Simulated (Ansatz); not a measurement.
**C3H6O2 (methyl acetate): from total energies to a heat of formation**

The species is C3H6O2 (11 atoms), meant as a singlet with charge 0. SMILES: `COC(C)=O`. The coordinates come from a PBE0-D4/def2-TZVP relaxation. This is one conformer, not always the lowest.

```jsonl
{"atom": "C", "x (Å)": "-1.4406", "y (Å)": "0.9967", "z (Å)": "0.5579"}
{"atom": "O", "x (Å)": "-0.6447", "y (Å)": "-0.1657", "z (Å)": "0.3537"}
{"atom": "C", "x (Å)": "0.5254", "y (Å)": "0.0448", "z (Å)": "-0.2672"}
{"atom": "C", "x (Å)": "1.2848", "y (Å)": "-1.2353", "z (Å)": "-0.4321"}
{"atom": "O", "x (Å)": "0.8925", "y (Å)": "1.1285", "z (Å)": "-0.6324"}
{"atom": "H", "x (Å)": "-0.9087", "y (Å)": "1.7242", "z (Å)": "1.1726"}
{"atom": "H", "x (Å)": "-1.6930", "y (Å)": "1.4626", "z (Å)": "-0.3957"}
{"atom": "H", "x (Å)": "-2.3407", "y (Å)": "0.6560", "z (Å)": "1.0648"}
{"atom": "H", "x (Å)": "1.4770", "y (Å)": "-1.6813", "z (Å)": "0.5455"}
{"atom": "H", "x (Å)": "2.2236", "y (Å)": "-1.0376", "z (Å)": "-0.9428"}
{"atom": "H", "x (Å)": "0.6898", "y (Å)": "-1.9498", "z (Å)": "-1.0039"}
```

Total energies at B2PLYP/6-31G* (spherical functions), 5 core orbitals frozen (Ansatz 0.2.0); the atoms run unrestricted:

```
species    state  energy (Eh)
 C3H6O2  singlet  -268.103278
      C  triplet   -37.808708
      O  triplet   -75.003244
      H  doublet    -0.496918
```

Harmonic wavenumbers at PBE0-D4/def2-TZVP, in cm⁻¹: 42, 136, 182, 286, 427, 615, 654, 878, 996, 1064, 1101, 1177, 1211, 1293, 1394, 1461, 1468, 1472, 1478, 1493, 1836, 3066, 3074, 3143, 3144, 3177, 3190.

Measured heats of formation of the gaseous atoms at 298.15 K, in kJ/mol: C 716.9, O 249.2, H 218.0. Spin-orbit lowering of the atoms at 298 K (mean of the ground term's levels less their thermal mean, from spectra), in kJ/mol: C 0.02, O 0.40. Take 1 Eh = 2625.50 kJ/mol, 1 cm⁻¹ = 0.0119627 kJ/mol, RT = 2.479 kJ/mol.

**Question.** Work out the heat of formation of the gas at 298 K.

**Answer.** 
1. Electronic atomisation energy: 3 × (-37.808708) + 2 × (-75.003244) + 6 × (-0.496918) − (-268.103278) = 1.689158 Eh = 4434.9 kJ/mol.
2. Zero-point energy: half the sum of the wavenumbers, 19729 cm⁻¹ = 236.0 kJ/mol.
3. Thermal vibrational enthalpy, Σ hcν̃/(exp(hcν̃/kT) − 1): 8.8 kJ/mol. Translation, rotation and pV of a non-linear molecule: 4 RT = 9.9 kJ/mol.
4. The 11 free atoms carry 5/2 RT each: 68.2 kJ/mol.
5. Spin-orbit coupling lowers the free atoms by 3 × 0.02 + 2 × 0.40 = 0.9 kJ/mol.
6. Atomisation enthalpy at 298 K: 4434.9 − 0.9 − 236.0 − 8.8 − 9.9 + 68.2 = 4247.5 kJ/mol.
7. Sum of the atoms' heats of formation: 3957.1 kJ/mol. Heat of formation: 3957.1 − 4247.5 = -290.4 kJ/mol.

The tabulated value is -413.3 kJ/mol (CRC Handbook of Chemistry and Physics), so this level is off by +122.9 kJ/mol, or 2.8 % of the atomisation enthalpy. A double-zeta basis underbinds. Anharmonicity and any spin-orbit splitting of the molecule are left out, and so is core correlation.
